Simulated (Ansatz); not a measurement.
Compare A (`SC1CO1`) with its isomer B (`O=S1CC1`).

Isolated molecules relaxed with PBE0-D4/def2-TZVP in Ansatz; ΔE leaves out vibrations. CCSD(T)/CBS is the MP2 limit (def2-TZVPP, def2-QZVPP) plus CCSD(T) − MP2 in def2-TZVPP, frozen cores. This one scheme is used for every species. DFT in def2-TZVPP. Each species was taken in one conformer, which may not be the lowest.

A:

```xyz
8

S     1.869    0.499   -0.152
C     0.115    0.650    0.108
C    -0.811   -0.471    0.178
O    -0.773    0.394   -0.953
H     1.836   -0.743   -0.661
H    -0.096    1.550    0.682
H    -1.707   -0.402    0.789
H    -0.434   -1.477    0.008
```

B:

Z-matrix (Å, degrees):
```
C
S 1 1.814
C 1 1.488 2 65.8
H 1 1.084 2 116.3 3 -112.2
H 1 1.084 2 111.8 3 111.8
O 2 1.475 1 111.2 3 -100.0
H 3 1.084 1 117.8 2 102.9
H 3 1.084 1 119.4 2 -107.7
```

Question: Which isomer does CCSD(T)/CBS put lower? Give the gap. (An estimate is asked.)

Answer: Computed: A, by 0.4 kcal/mol. So small a gap doesn't settle the order.

Question: Give E(B) − E(A) in kcal/mol with LDA (SPW92), BLYP-D4, HF/def2-TZVPP, CCSD(T)/def2-SVP, PBE0-D4, B2PLYP, ωB97M-V. (Estimate.)

Answer: Ansatz gave: LDA (SPW92) -2.9, BLYP-D4 -1.6, HF/def2-TZVPP 8.9, CCSD(T)/def2-SVP 21.9, PBE0-D4 -0.1, B2PLYP 0.3, ωB97M-V 2.1. The order is the other way round with LDA (SPW92), BLYP-D4.

Question: Does the order hold for the free energy at 298.15 K (harmonic terms from PBE0-D4)? (Best estimate.)

Answer: The calculation gave: Yes: G(B) − G(A) = +1.5 kcal/mol, for one conformer each.

Largest T1 diagnostic: 0.017.

From r2SCAN to r2SCAN0 (25 % exact exchange), in def2-TZVPP and without D4, E(B) − E(A) moves by +2.3 kcal/mol. In def2-TZVPP, CCSD(T) changes the Hartree–Fock value by −5.5 kcal/mol (the triples alone add −1.7 kcal/mol) and MP2 by −8.4 kcal/mol.
